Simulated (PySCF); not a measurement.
**Working out the ionisation energy of Al**

Al [Ne] 3s2 3p1 (2P) → Al⁺ [Ne] 3s2 (1S). Calculation: PySCF 2.14, in x2c-QZVPPall (9s6p4d2f1g, 70 functions); scalar relativity by spin-free X2C-1e. Frozen: [Ne]. Energies in hartree (1 hartree = 27.21139 eV):

```tsv
part	Al (lower)	Al⁺ (upper)
UHF	-242.317469	-242.111691
CCSD correlation	-0.052199	-0.040257
(T)	-0.001283	0.000000
```

Question: What does Hartree-Fock give?

Answer: (-242.111691) − (-242.317469) = 0.205778 hartree = 5.600 eV.

Question: What do CCSD and CCSD(T) give?

Answer: The CCSD correlation energies differ by 0.011942 hartree = 0.325 eV and the triples by 0.001283 hartree = 0.035 eV, so CCSD gives 5.925 eV and CCSD(T) 5.960 eV.

Measured between the centres of the two terms (NIST): 5.977 eV, so CCSD(T) (valence) is off by -0.017 eV.

What remains against the reference includes basis incompleteness, the frozen core and higher excitations.
